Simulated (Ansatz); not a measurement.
# CH3 (doublet): wave-function methods side by side at distance C1–H3 = 1.713 Å, 6-31G

Aim: climb from Hartree-Fock through coupled cluster and multireference methods for CH3 (doublet) at one geometry and basis, and see what each rung misses.

Program: Ansatz 0.2.0, Gaussian basis. Level of theory: 6-31G, core rule «outside noble gas», up to 1 orbitals frozen. These are calculated values, not measurements.

To be run: UHF; CCSD(T) on ROHF; CCSD(T) on UHF; BCCD(T) on ROHF; CISD; CCSDT(Q) on ROHF; CCSDT(Q) on UHF; CISDTQ; CCSDTQ on ROHF; CCSDTQ on UHF; CASSCF and MRCISD+Q, 3 electrons in 3 orbitals; CASSCF and NEVPT2, 3 electrons in 3 orbitals; CASSCF and MRCISD+Q, 7 electrons in 7 orbitals; CASSCF and NEVPT2, 7 electrons in 7 orbitals; Full CI.

14 further runs of the same task are left out: 11 that didn't finish, 3 set aside as unsound or not needed.

## 1. What is computed

The geometry derives from a PBE0/def2-TZVP stationary point (not a proven minimum). One bond is set to the value named and the two fragments are kept rigid.

4 atoms, charge 0, spin multiplicity 2.

Atoms are counted from 1 here; the program's logs count them from 0.

Bond lengths: C1–H2 1.080 Å, C1–H4 1.080 Å. Angles: H2–C1–H4 120.0°.

## 2. UHF

in.yaml

```yaml
crystal:
  periodic: [false, false, false]
  atoms:
    - {symbol: C, position_ang: [0.021693, -0.036472, 0.000107]}
    - {symbol: H, position_ang: [1.101624, -0.022446, -0.000214]}
    - {symbol: H, position_ang: [-0.854000, 1.435775, -0.004229]}
    - {symbol: H, position_ang: [-0.506125, -0.978728, 0.003162]}
basis:
  gaussian: {orbitals: 6-31G}
magnetization: {spin_polarized: true, initial_magnetization: 1}
hamiltonian: {xc: hf}
output: {orbitals: {seedname: orbitals}}
```

Started as:

```sh
> ansatz run in.yaml --threads 1 --pin off --events-out ev --progress --plain --max-ram 2393MiB
```

The runs that follow: CCSD(T) on ROHF; CCSD(T) on UHF; BCCD(T) on ROHF; CISD; CCSDT(Q) on ROHF; CCSDT(Q) on UHF; CISDTQ; CCSDTQ on ROHF; CCSDTQ on UHF; CASSCF and MRCISD+Q, 3 electrons in 3 orbitals; CASSCF and NEVPT2, 3 electrons in 3 orbitals; CASSCF and MRCISD+Q, 7 electrons in 7 orbitals; CASSCF and NEVPT2, 7 electrons in 7 orbitals; Full CI.

Before running them: what should the planned runs give, taken together? Wanted: FCI below the RHF energy; RMP2 from FCI; UMP2 from FCI; RCCSD from FCI; RCCSD(T) from FCI; UCCSD(T) from FCI; RCCSDT(Q) from FCI; UCCSDT(Q) from FCI; NEVPT2 pair from FCI.

The runs gave:

```
                         quantity                                                                                                                                         value
         FCI below the RHF energy                                                                                                                                    -3.3376 eV
                    RMP2 from FCI                                                                                                                                    +907.4 meV
                    UMP2 from FCI                                                                                                                                   +1019.0 meV
                   RCCSD from FCI                                                                                                                                     +78.5 meV
                RCCSD(T) from FCI                                                                                                                                     +15.4 meV
                UCCSD(T) from FCI                                                                                                                                     +26.3 meV
               RCCSDT(Q) from FCI                                                                                                                                      +0.1 meV
               UCCSDT(Q) from FCI                                                                                                                                      -0.1 meV
             NEVPT2 pair from FCI                                                                                                                                    +454.5 meV
           MRCISD+Q pair from FCI                                                                                                                                      +3.2 meV
          NEVPT2 valence from FCI                                                                                                                                    +214.7 meV
levels within 1 kcal/mol (43 meV)  RCCSD(T), UCCSD(T), BCCD(T), RCCSDT, UCCSDT, CISDTQ, RCCSDT(Q), UCCSDT(Q), RCCSDTQ, UCCSDTQ, MRCISD+Q pair, MRCISD valence, MRCISD+Q valence
                    T1 diagnostic                                                                                                                                         0.030
   effectively unpaired electrons                                                                                                                                          1.13
```

**Reading.** RCCSD(T) lands +15.4 meV from the yardstick (0.5 % of the correlation energy). One determinant dominates. Of the multireference levels listed MRCISD+Q pair comes nearest in total energy (+3.2 meV), which doesn't show that its space is the better one. These misses are within one basis, not against nature; the frozen cores of restricted and unrestricted runs differ, which can shift their rows.
